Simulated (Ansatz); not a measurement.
Fluorite SrCl2 was calculated with RPBE (plane waves, PAW; Ansatz, a first-principles code).

Run with plane-wave cutoff 520 eV, 8×8×8 k mesh, Fermi–Dirac smearing 0.01 eV, scalar-relativistic PAW data made under PBE.

Properties against volume:

```csv
V (Å³/atom),P (GPa),direct gap at Γ (eV),smallest gap on the k mesh (eV)
29.036,1.99,5.891,5.574
29.654,1.24,5.800,5.490
30.272,0.58,5.711,5.409
30.890,-0.02,5.625,5.330
31.507,-0.55,5.541,5.253
32.125,-1.03,5.460,5.179
32.743,-1.46,5.381,5.107
```

The fundamental gap (5.33 eV at the equilibrium volume, with added k points) lies elsewhere than Γ–Γ.

Measured, for comparison: band gap 7.5 eV (temperature not stated, no zero-point or thermal correction; as tabulated in Aguado et al. (1999), arXiv:cond-mat/9901145).

Spin–orbit coupling is not included.
